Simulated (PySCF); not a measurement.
Gas-phase reaction: 3 vinylsilane → 3 CH3SiH + C3H6 (cyclic)

Method: PySCF energies (xtb for GFN2) plus ideal-gas RRHO corrections (1 bar). † marks an energy on the PBE0/def2-TZVP geometry and frequencies; other levels use their own. CCSD(T) freezes the core. 6-31G* has spherical d functions here. All species are closed-shell singlets. CH3SiH: computed as isolated molecules; such fragments, hydroxides, amides, oligomers or adducts are transient or little studied in the gas. CCSD(T) isn't extrapolated to the basis-set limit.

```tsv
level	ΔH°(298 K), kJ
CCSD(T)/def2-SVP†	383
GFN2-xTB	348
HF/6-31G*	(withheld)
HF/def2-TZVP†	432
M06-2X/def2-TZVP†	(withheld)
r2SCAN/def2-TZVP†	422
ωB97X-V/def2-TZVP†	(withheld)
```

Task: Complete the blanks.

Result: 
- HF/6-31G*, ΔH°(298 K), kJ: 385
- M06-2X/def2-TZVP†, ΔH°(298 K), kJ: 363
- ωB97X-V/def2-TZVP†, ΔH°(298 K), kJ: 402
